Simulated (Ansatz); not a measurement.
# BClFH2: the cost of one run

Method: UHF/6-31G*, in Ansatz 0.2.0.

## (1) The structure to begin with

Bond lengths: B1–Cl2 2.110 Å, B1–H3 1.190 Å, B1–F4 1.320 Å. Angles: Cl2–B1–H3 120.0°, Cl2–B1–F4 120.0°, H3–B1–F4 120.0°.

Structure file:

```xyz
5

B     0.0000    0.0000    0.0000
Cl    0.0000    0.0000    2.1100
H     1.0305    0.0000   -0.5950
F    -1.1431    0.0000   -0.6600
H     0.0000    0.0000    3.7800
```

## (2) A restrained relaxation towards end A

Springs on the bonds that form and break draw the guess towards this end; the thresholds are loose.

Contents of input.yaml:

```yaml
crystal:
  periodic: [false, false, false]
  atoms:
    - { symbol: B, position_ang: [0.0, 0.0, 0.0] }
    - { symbol: Cl, position_ang: [0.0, 0.0, 2.11] }
    - { symbol: H, position_ang: [1.0305, 0.0, -0.595] }
    - { symbol: F, position_ang: [-1.1431, 0.0, -0.66] }
    - { symbol: H, position_ang: [0.0, 0.0, 3.78] }
magnetization:
  spin_polarized: true
  initial_magnetization: 1
basis:
  gaussian: { orbitals: "6-31G*" }
hamiltonian:
  xc: hf
relax:
  f_tol: 0.15
  max_steps: 25
  restrain:
    - { distance: [1, 4], at: 2.57, k: 30.0 }
    - { distance: [0, 1], at: 1.86, k: 30.0 }
```

Command:

```console
> ansatz run input.yaml --threads 1 --pin off --max-ram 2048MiB --backend cpu --events-out ev --progress --plain --runs-dir out
```

Q: Estimate wall time and peak memory on 1 thread of Intel Xeon 6975P-C (Granite Rapids), shared host.

About 3.7 s, with a peak of 0.13 GiB.
